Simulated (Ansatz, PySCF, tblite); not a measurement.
Breaking a bond: N2, singlet.

- GFN2-xTB, 300 K electronic temperature (tblite)
- UCCSD(T) = CCSD(T) on UHF/aug-cc-pVTZ, frozen core (Ansatz, a quantum-chemistry and plane-wave program)
- RKS-PBE = restricted PBE/aug-cc-pVTZ run with PySCF 2.14.0

Energies are in kJ/mol, each relative to the lowest point of its own curve near equilibrium.

| R / Å | GFN2-xTB | UCCSD(T) | RKS-PBE |
|---|---|---|---|
| 0.88 | 634.7 | 610.4 | 604.6 |
| 0.93 | 326.5 | 321.1 | 317.8 |
| 0.98 | 140.1 | 142.7 | 140.8 |
| 1.03 | 40.4 | 44.5 | 43.5 |
| 1.07 | [?] | 8.3 | 7.8 |
| 1.09 | 0.0 | [?] | [?] |
| 1.11 | 0.5 | 0.0 | 0.0 |
| 1.15 | 16.9 | 13.3 | 13.2 |
| 1.20 | 59.3 | 54.4 | 51.0 |
| 1.28 | 158.4 | 149.5 | 143.0 |
| 1.36 | 276.9 | 263.7 | 254.6 |
| 1.46 | 431.7 | 413.6 | 401.9 |
| 1.64 | 690.0 | 646.5 | 652.6 |
| 1.78 | 856.8 | 764.0 | 821.2 |
| 1.95 | 1017.7 | 846.1 | 992.2 |
| 2.20 | 1186.5 | [?] | 1183.9 |
| 2.41 | 1280.6 | 903.8 | 1300.6 |
| 2.68 | 1355.6 | 907.1 | 1406.7 |
| 2.97 | 1397.7 | [?] | 1481.9 |
| 3.22 | 1416.1 | [?] | 1524.9 |
| 3.82 | 1427.9 | 910.1 | 1580.9 |
| 4.41 | 1428.5 | 910.5 | 1603.1 |

**Question.** Fill in the missing entries.

**Answer.** 
- 1.07, GFN2-xTB: 5.8
- 1.09, UCCSD(T): 1.1
- 1.09, RKS-PBE: 0.9
- 2.20, UCCSD(T): 893.5
- 2.97, UCCSD(T): 908.3
- 3.22, UCCSD(T): 909.0

The unrestricted solution behind UCCSD(T) changes between 1.20 and 1.28 Å and between 1.46 and 1.64 Å, which can leave a kink. The unrestricted determinant behind UCCSD(T) is spin-contaminated at 1.15 to 4.41 Å (<S²> up to 3.0, against 0.00 for a pure singlet). The restricted form behind RKS-PBE keeps the bonding electrons paired and can't separate into open-shell fragments.
